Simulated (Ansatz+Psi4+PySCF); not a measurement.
A calculation with Psi4 1.11.

```
molecule {
0 1
C 0.000000 0.000000 0.608080
C 0.000000 0.000000 -0.608080
H 0.000000 0.000000 -1.673990
H 0.000000 0.000000 1.673990
}

set basis cc-pVTZ
set reference rhf
set scf_type pk
energy('scf')
```

The input is written out from the run's settings.

Results

- Converged: yes
- Total energy: -76.84764 hartree
- Spin squared of the determinant: 0.000
- Occupied orbitals by symmetry in an Abelian subgroup (alpha; beta): 3 Ag 2 B1u 1 B2u 1 B3u; 3 Ag 2 B1u 1 B2u 1 B3u
